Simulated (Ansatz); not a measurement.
Compare A (`CCCC=O`) with its isomer B (`CC1CCO1`).

Gas-phase electronic energies from Ansatz, PBE0-D4/def2-TZVP geometries. CBS: MP2 limit from def2 TZ/QZ plus the TZ coupled-cluster correction, frozen cores. Functionals use def2-TZVPP. B3LYP here is the variant with VWN-RPA as its local correlation; programs differ in this. One conformer a species, not always the lowest.

**Question.** Which isomer does CCSD(T)/CBS put lower? Give the gap. (Best estimate.)

**Answer.** Computed: A, by 19.0 kcal/mol.

**Question.** Give E(B) − E(A) in kcal/mol with r2SCAN-D4, PBE-D4, MP2/def2-TZVPP, LDA (SPW92), B3LYP-D4, ωB97M-V, B2PLYP. (An estimate is asked.)

**Answer.** Computed: r2SCAN-D4 19.6, PBE-D4 18.5, MP2/def2-TZVPP 19.1, LDA (SPW92) 13.8, B3LYP-D4 21.0, ωB97M-V 18.3, B2PLYP 21.1. None reverses the order clearly.

**Question.** Does the order hold for the free energy at 298.15 K (harmonic terms from PBE0-D4)? (Estimate.)

**Answer.** Computed: Yes: G(B) − G(A) = +21.2 kcal/mol, for one conformer each.

Largest T1 diagnostic: 0.012.

Leaving LDA and LC-ωPBE aside and taking each functional with its dispersion term where it has one, the values, not all of them listed here, spread over 5.5 kcal/mol, from HSE06-D4 to BLYP-D4. LDA lies −5.0 kcal/mol from PBE without D4. At CCSD(T), def2-SVP lies +3.7 kcal/mol from the extrapolated value and def2-TZVPP +0.2 kcal/mol.
